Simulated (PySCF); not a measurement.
Geometry:
```json
{"atom": "C1", "x (Å)": "-1.264", "y (Å)": "-0.110", "z (Å)": "0.040"}
{"atom": "N2", "x (Å)": "-0.319", "y (Å)": "0.926", "z (Å)": "0.330"}
{"atom": "C3", "x (Å)": "0.927", "y (Å)": "0.726", "z (Å)": "0.216"}
{"atom": "C4", "x (Å)": "1.544", "y (Å)": "-0.519", "z (Å)": "-0.201"}
{"atom": "N5", "x (Å)": "2.054", "y (Å)": "-1.506", "z (Å)": "-0.532"}
{"atom": "H6", "x (Å)": "-1.950", "y (Å)": "0.254", "z (Å)": "-0.741"}
{"atom": "H7", "x (Å)": "-1.886", "y (Å)": "-0.274", "z (Å)": "0.935"}
{"atom": "H8", "x (Å)": "-0.824", "y (Å)": "-1.072", "z (Å)": "-0.280"}
{"atom": "H9", "x (Å)": "1.627", "y (Å)": "1.542", "z (Å)": "0.445"}
```

PySCF calculation with shieldings: GIAO B3LYP/pcSseg-2 and coordinates at the PBE0-D3(BJ)/def2-SVP level; single conformer, rapidly exchanging positions averaged, relativity neglected, in vacuum.

δ = σ(ref) − σ, references computed at the same level: ¹³C, ¹H vs TMS; NH3 for ¹⁵N.

```json
{"atoms": "H9", "nucleus": "¹H", "count": "1", "δ (ppm)": "?"}
{"atoms": "H6/H7/H8", "nucleus": "¹H", "count": "3", "δ (ppm)": "3.92"}
{"atoms": "C4", "nucleus": "¹³C", "count": "1", "δ (ppm)": "114.9"}
{"atoms": "N2", "nucleus": "¹⁵N", "count": "1", "δ (ppm)": "451.9"}
{"atoms": "C1", "nucleus": "¹³C", "count": "1", "δ (ppm)": "51.1"}
{"atoms": "N5", "nucleus": "¹⁵N", "count": "1", "δ (ppm)": "?"}
{"atoms": "C3", "nucleus": "¹³C", "count": "1", "δ (ppm)": "140.9"}
```

Fill in the missing shifts.

## Answers


- H9: 7.42 ppm, hydrogen on a C=N carbon
- N5: 325.5 ppm, nitrile nitrogen

Shifts are as computed. Against solution values, carbons near 30 ppm lie about +3 ppm off and those near 130 ppm about +8 ppm. Of 1211 compounds with measured shifts, 218 miss one by over three times the rms of a fit or turn the order of signals round; such compounds aren't used in these exercises. Experimental scales use liquid or dissolved standards, which lie at an offset from isolated NH3 (liquid NH3: subtract about 20 ppm). Unscaled 15N shifts of sp2 nitrogen come out 20 to 40 ppm too high even then.
